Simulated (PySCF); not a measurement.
## AlH⁻, doublet in aug-cc-pVDZ: errors against full CI

Geometry: a PBE0/def2-TZVPD stationary point for this spin.

```xyz
2

Al    0.0000    0.0000    0.0000
H     0.0000    0.0000    1.7061
```

Basis aug-cc-pVDZ; PySCF 2.14.0. Correlated methods freeze the noble-gas cores, which leaves 5 electrons in 31 orbitals. Prefix R: restricted or restricted open-shell reference; prefix U: unrestricted.

Full CI is exact within this basis and frozen core; it isn't the basis-set limit. The frozen core follows each run's orbitals, which can shift R against U totals by a few meV.

```
UHF ⟨S²⟩                            : 0.900
⟨S²⟩ of the determinant under UCCSD : 0.773
T1 diagnostic (ROHF- or RHF-based CCSD)               : 0.0304
largest doubles amplitude (ROHF- or RHF-based CCSD)   : 0.083
T1 diagnostic (UCCSD)               : 0.0236
```

| level | E − E(full CI) (mEh) | share of correlation (%) | wall time |
| --- | --- | --- | --- |
| RHF | 91.04 | 0.00 | – |
| RMP2 | 26.09 | 71.34 | – |
| UMP2 | 26.45 | 70.95 | – |
| RCCSD | 3.41 | 96.26 | – |
| UCCSD | 3.29 | 96.39 | – |
| RCCSD(T) | 0.95 | 98.96 | 0.81 s |
| UCCSD(T) | 0.93 | 98.98 | 0.67 s |
| RCCSDT | 0.11 | 99.88 | 11 s |
| UCCSDT | 0.10 | 99.89 | 12 s |

The correlation energy at full CI, counted from RHF, is -2.477 eV. Full CI, over all symmetries tried, took 5.4 min on 1 thread of Arm Neoverse V1, shared host; the state has 522,431 determinants.

Run but not shown, since their state, orbitals or frozen core can't be matched to the reference's or they repeat it: UHF.

Times are those of the correlated step on a shared host, with one SCF added for the restricted CCSD run; they ran on 1 thread of Arm Neoverse V1.

The full-CI state has the irrep B2 of C2v, in the program's axes (one component, if the state is degenerate).

Natural occupations of full CI about the gap: 1.942 1.865 0.974 0.064 0.037 0.025 0.018 0.014 0.014 0.010; effectively unpaired electrons, Σ n²(2−n)², 1.10.
